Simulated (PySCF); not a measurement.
Geometries of 2 isomers of C6H6, from PBE0-D3(BJ)/def2-SVP geometry optimisation, gas phase (PySCF 2.14.0). One conformer each, no zero-point energy, no frequencies.

**Question.** Which is lower in electronic energy at this level?
A.
```xyz
12
angstrom
C      1.941   -0.242   -0.064
C      0.623   -0.424    0.021
C     -0.305   -1.561    0.202
C     -1.404   -0.758    0.157
C     -0.593    0.465   -0.028
C     -0.815    1.771   -0.173
H      2.362    0.756   -0.205
H      2.636   -1.083    0.003
H     -0.156   -2.635    0.324
H     -2.478   -0.938    0.230
H      0.016    2.471   -0.296
H     -1.829    2.178   -0.174
```
B.
```xyz
12
angstrom
C      3.035    0.170    0.054
C      1.842    0.307    0.207
C      0.403    0.454    0.372
C     -0.396   -0.460   -0.572
C     -1.835   -0.313   -0.407
C     -3.028   -0.176   -0.254
H      4.095    0.054   -0.076
H      0.115    1.504    0.194
H      0.126    0.234    1.416
H     -0.109   -1.510   -0.394
H     -0.118   -0.240   -1.616
H     -4.088   -0.059   -0.125
```

**Answer.** A. That is 3,4-dimethylenecyclobut-1-ene (`C=C1C=CC1=C`), 31.0 kcal/mol below the other.

```json
{"SMILES": "C=C1C=CC1=C", "atoms numbered as above": "[CH2:1]=[C:2]1[CH:3]=[CH:4][C:5]1=[CH2:6]", "E (Eh)": "-231.70398", "relative (kcal/mol)": "0.0", "relative (kJ/mol)": "0.0", "dipole (D)": "0.62"}
{"SMILES": "C#CCCC#C", "atoms numbered as above": "[CH:1]#[C:2][CH2:3][CH2:4][C:5]#[CH:6]", "E (Eh)": "-231.65450", "relative (kcal/mol)": "31.0", "relative (kJ/mol)": "129.9", "dipole (D)": "0.00"}
```

As drawn, the lower has a four-membered ring and a C=C bond outside aromatic rings, which the higher lacks; the higher has a C≡C bond, which the lower lacks.
